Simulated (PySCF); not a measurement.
Shieldings and the share of exact exchange

Molecule: Fluoroacetylene (FC#C, C$_{2}$HF).

Atoms are numbered as in `[CH:1]#[C:2][F:3]`. Each H is labelled by its parent atom.

GIAO shieldings (ppm, equivalent atoms averaged) in PySCF 2.14 on the PBE0-D3(BJ)/def2-SVP geometry, basis pcSseg-2, gas phase, non-relativistic:

```tsv
functional	exact exchange (%)	σ(C2)	σ(C1)	σ(F3)
BLYP	0	78.3	168.0	393.1
BP86	0	82.6	169.2	391.0
PBE	0	82.3	169.3	389.9
PBE0	25	87.8	170.3	399.8
mPW1PW91	25	87.4	169.7	399.6
BHandHLYP	50	89.5	170.6	413.2
HF	100	100.9	176.1	429.6
```

Question: Fit each shielding as a line in the percentage of exact exchange.

Answer: σ(C2) = 81.5 + 0.19 x (rms 1.6 ppm); σ(C1) = 168.5 + 0.07 x (rms 0.8 ppm); σ(F3) = 391.1 + 0.39 x (rms 1.5 ppm). The functionals also differ in their semilocal parts, which the line can't hold; Hartree–Fock has no correlation at all.

Question: What does the line predict for B3LYP (20 %), and what does the run give?

Answer: σ(C2): 85.3 predicted, 82.9 computed; σ(C1): 169.9 predicted, 168.6 computed; σ(F3): 398.9 predicted, 401.3 computed ppm.
